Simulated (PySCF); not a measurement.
**Ionisation energy of Si by level of theory**

Si [Ne] 3s2 3p2 (3P) → Si⁺ [Ne] 3s2 3p1 (2P), as a difference of total energies. Computed with PySCF 2.14 in cc-pVDZ-DK (4s3p1d, 18 functions), with scalar relativity by spin-free X2C-1e. Correlated levels: valence: [Ne] frozen. The calculations carry no spin-orbit coupling.

```
           method  ionisation energy (eV)
              UHF                   7.632
             BP86                   8.248
    MP2 (valence)                   7.909
SCS-MP2 (valence)                   7.837
   CCSD (valence)                   7.928
```

Q: Estimate what MN15 gives.

A: 8.055 eV, closest to CCSD (valence) among the rows shown.

Q: Estimate what CCSD(T) (valence) gives.

A: 7.938 eV, closest to CCSD (valence) among the rows shown.

Errors of the correlated levels include the incompleteness of this basis and the frozen core.

For comparison: 8.157 eV (measured; NIST levels, between the centres of gravity of the two terms).
